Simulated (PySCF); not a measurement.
methyl formate (C2H4O2), SMILES COC=O. Atoms are numbered in the order given.

```xyz
8

C     -0.4020    -1.3655     0.0000
O      0.7319    -0.4839     0.0000
C      0.4370     0.8317     0.0000
O     -0.6760     1.3067     0.0000
H     -1.0304    -1.1993    -0.8982
H      0.0065    -2.3913     0.0000
H     -1.0304    -1.1993     0.8982
H      1.3963     1.4103     0.0000
```

The structure is a stationary point at PBE-D3(BJ)/def2-SVP. The values are those of a single conformer.

All values below come from PBE0/pcJ-1 run with PySCF.

Isotropic couplings with Fermi-contact, spin-dipole and both spin-orbit terms, one fixed conformer, no vibrational averaging. Isotopes: 13C, 1H.

### Question
Estimate the spin–spin coupling constants. (Estimate from the structure and the level; the computed values follow.)

### Answer

```
pair   bonds apart  J (Hz)
-----  -----------  ------
C1–H5            1   145.5
C1–H6            1   147.8
C1–H7            1   145.5
C3–H8            1   224.6
C1–C3            2    -3.3
H5–H6            2   -11.2
H5–H7            2   -13.2
H6–H7            2   -11.2
C1–H8            3     5.2
C3–H5            3     1.8
C3–H6            3     9.6
C3–H7            3     1.8
H5–H8            4    -1.5
H6–H8            4    -0.4
H7–H8            4    -1.5
```
